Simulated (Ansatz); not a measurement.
C$_{3}$H$_{6}$O$_{2}$, SMILES `C=C(O)OC`, relaxed with RKS PBE-D4/def2-SVP in Ansatz from a rough embedded geometry. The force threshold is 0.03 eV/Å; the program also tests the step.

The species carries charge 0 and has multiplicity 1.

Start:

```xyz
11

C    -1.171   -0.211    0.793
C     0.103   -0.071    0.855
O     0.663   -0.115    2.088
O     0.981    0.214   -0.173
C     0.454    0.169   -1.511
H    -1.818   -0.397    1.665
H    -1.761   -0.224   -0.162
H     1.607    0.106    1.923
H     1.246    0.343   -2.151
H    -0.277    0.990   -1.591
H    -0.025   -0.804   -1.735
```

| step | energy (eV) | largest force (eV/Å) | largest move (Å) |
| --- | --- | --- | --- |
| 1 | -7287.7741 | 5.705 | 0.000 |
| 2 | -7288.1538 | 1.489 | 0.062 |
| 3 | -7288.1971 | 0.410 | 0.049 |
| 4 | -7288.2071 | 0.238 | 0.034 |
| 5 | -7288.2084 | 0.012 | 0.011 |

End:

```xyz
11

C    -1.261   -0.243    0.770
C     0.074   -0.058    0.875
O     0.727   -0.056    2.061
O     0.960    0.150   -0.140
C     0.453    0.180   -1.462
H    -1.843   -0.400    1.686
H    -1.774   -0.242   -0.197
H     1.670    0.098    1.856
H     1.316    0.352   -2.131
H    -0.285    1.003   -1.592
H    -0.036   -0.784   -1.727
```

It took 4.5 s on 4 threads of an Arm Neoverse V2 on a shared host, with 0.13 GiB of host memory at the peak.
